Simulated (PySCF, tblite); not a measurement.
# C₅H₇O radical: geometry, infrared bands and EPR parameters

Aim: predict the infrared bands and EPR parameters of C₅H₇O radical (`[CH]1COC12CC2`).

The runs use tblite 0.8.0 and PySCF 2.14.0, with density-fitted response routines of our own; the level of theory stands in each step. All values are computed, except where a source is named. Atoms count from 0, in the outputs and in this text.

## (1) The starting structure

13 atoms, charge 0, multiplicity 2; geometry from: force field or distance geometry start.

Bonds of the start (Å): C0–C1 1.45, C1–O2 1.44, O2–C3 1.42, C3–C4 1.46, C4–C5 1.52, C3–C0 1.41, C5–C3 1.48, C0–H6 1.07, C1–H7 1.10, C1–H8 1.09, C4–H9 1.08, C4–H10 1.09, C5–H11 1.09, C5–H12 1.07.

## (2) Geometry optimisation with GFN2-xTB

Job settings and geometry (Å):

```
{"job": {"kind": "relax", "xc": "GFN2-xTB", "basis": "xTB"}, "charge": 0, "multiplicity": 2}
C      0.922000    -0.172200    -0.868300
C      1.874300     0.171600     0.173500
O      0.790800     0.338500     1.112900
C     -0.119800     0.053300     0.059300
C     -1.389400     0.762900    -0.100000
C     -1.366400    -0.708400     0.278400
H      0.995300    -0.989200    -1.562200
H      2.550400    -0.643700     0.481900
H      2.439400     1.090100     0.017800
H     -1.678200     1.481000     0.656400
H     -1.713500     1.012800    -1.112000
H     -1.634200    -0.968800     1.299800
H     -1.675200    -1.427300    -0.455200
```

Command:

```
OMP_NUM_THREADS=1 python probes_run.py task.json out
```

One launch serves the whole session: the jobs run in the order shown.

**Question.** This job is followed by: GFN2-xTB harmonic vibrations, gas phase; UKS B3LYP, pcH-1 on C H O, non-relativistic, mean-field spin-orbit, GIAO. Predict these results of the whole session: strongest single infrared mode (GFN2-xTB); zero-point energy (GFN2-xTB); g(iso) (B3LYP); ⟨S²⟩; largest a(iso) (averaged by class); surface potential, 1st and 99th percentile.

**Answer**, as computed:

```
                                 quantity                    value
strongest single infrared mode (GFN2-xTB)     2890 cm⁻¹, 49 km/mol
             zero-point energy (GFN2-xTB)            64.7 kcal/mol
                           g(iso) (B3LYP)                  2.00268
                                     ⟨S²⟩       0.755 (exact 0.75)
       largest a(iso) (averaged by class)  1H on H7, H8, 105.1 MHz
    surface potential, 1st and 99th percentile       -1.60 V and 0.95 V
```

What this shows: The optimisation took 46 steps and gained 0.201 eV; among the close pairs (by a distance rule), C3–C4 changed most, from 1.463 to 1.514 Å. No mode is imaginary among the 33: a minimum at this level. The strongest single mode, at 2890 cm⁻¹, moves mainly H8 and H7. GFN2-xTB is a fitted tight-binding method: band positions and strengths are rough. Its intensities can rank the bands wrongly. Most of the unpaired spin sits on C0 (0.94 e). The isotropic g lies 0.4 ppt above the free-electron value.
